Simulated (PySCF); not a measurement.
A PySCF script (with the pyscf-properties extension) for the NMR shieldings of `O=CNC1C=C1`, C4H5NO, on a PBE0-D3(BJ)/def2-SVP geometry:

```python
import basis_set_exchange as bse
import numpy as np
from pyscf import gto, dft
from pyscf.prop import nmr

atoms = """
O    -2.144098   -0.962463   -1.296859
C    -2.043870   -0.186900   -0.373916
N    -0.880462    0.209273    0.199873
C     0.409901   -0.256199   -0.229919
C     1.605598    0.618733   -0.095234
C     1.527002   -0.375458    0.745497
H    -2.930218    0.292932    0.110296
H    -0.920552    0.865079    0.970668
H     0.282325   -0.953831   -1.066755
H     2.129474    1.501457   -0.456839
H     1.937632   -0.922687    1.591863
"""
names = dict.fromkeys(["O", "C", "N", "H"], "pcSseg-2")
basis = {el: gto.basis.parse(bse.get_basis(n, elements=[el], fmt="nwchem")) for el, n in names.items()}
mol = gto.M(atom=atoms, basis=basis, charge=0, verbose=0)
mf = dft.RKS(mol, xc="GGA_XC_KT2")
mf.grids.level = 2
mf.grids.alignment = dft.numint.BLKSIZE   # the property module wants whole blocks of grid points
mf.conv_tol = 1e-9
mf.kernel()

calc = nmr.RKS(mf)   # GIAO
sigma = calc.kernel()   # uncoupled for a functional without exact exchange
for i, s in enumerate(sigma):   # ppm
    w = np.linalg.eigvalsh((s + s.T) / 2)
    print("%2d %-2s iso %8.1f  s11 %8.1f  s22 %8.1f  s33 %8.1f" % (i, mol.atom_pure_symbol(i), w.mean(), *w))
```

Question: What does it print?

Answer: 
```
 0 O  iso    -56.7  s11   -330.7  s22   -160.1  s33    320.8
 1 C  iso     29.2  s11    -61.9  s22     63.9  s33     85.7
 2 N  iso     90.4  s11    -18.7  s22     91.9  s33    198.0
 3 C  iso    155.0  s11    101.3  s22    135.6  s33    228.1
 4 C  iso     64.1  s11    -58.9  s22     69.1  s33    182.0
 5 C  iso     64.0  s11    -59.0  s22     69.0  s33    182.0
 6 H  iso     22.9  s11     19.1  s22     22.9  s33     26.6
 7 H  iso     27.5  s11     25.7  s22     27.4  s33     29.3
 8 H  iso     26.5  s11     20.1  s22     26.8  s33     32.5
 9 H  iso     23.8  s11     21.4  s22     24.7  s33     25.2
10 H  iso     23.8  s11     21.4  s22     24.7  s33     25.2
```

These numbers come from an equivalent density-fitted implementation of the same equations, which agrees with the script to about 0.01 ppm for H and up to a few tenths of a ppm for heavy atoms, so last digits may differ.

Question: Turn these shieldings into chemical shifts. Referencing at the same level of theory: 17O (σref 324.36) vs H2O; TMS for 13C (σref 182.28), 1H (σref 31.18); NH3 for 15N (σref 260.12).

Answer: Averaging equivalent atoms: O 0: 381.0; C 1: 153.1; C 4/5: 118.3; C 3: 27.3; N 2: 169.7; H 6: 8.30; H 9/10: 7.40; H 8: 4.71; H 7: 3.71 ppm. Unscaled 17O shifts of doubly bonded oxygen tend to come out too high, by tens of ppm or more. Experimental scales use liquid or dissolved standards, which lie at an offset from isolated NH3 (liquid NH3: subtract about 20 ppm) and H2O (liquid H2O: subtract about 36 ppm). Unscaled 15N shifts of sp2 nitrogen come out 20 to 40 ppm too high even then.

Size and cost of the density-fitted run: 286 basis functions, 45 s wall time on 1 thread of an Arm Neoverse V1, shared host.
